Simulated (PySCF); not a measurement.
NO, SMILES [N]=O (connectivity only; charge and spin as stated), charge +1, multiplicity 1.

The structure is a stationary point at PBE0-D3(BJ)/def2-TZVPD.

The numbers are results of PBE0-D3(BJ)/def2-TZVPD (PySCF), not measurements.

No scaling factor is applied to the harmonic values.

List the normal modes with their intensities. (An estimate is asked for; the answer gives what the named calculation found.)


```json
[
 {"mode": "1", "ν (cm⁻¹)": "2528", "IR (km/mol)": "28.6", "moving atoms (share of kinetic energy)": "N 53 %, O 47 %"}
]
```
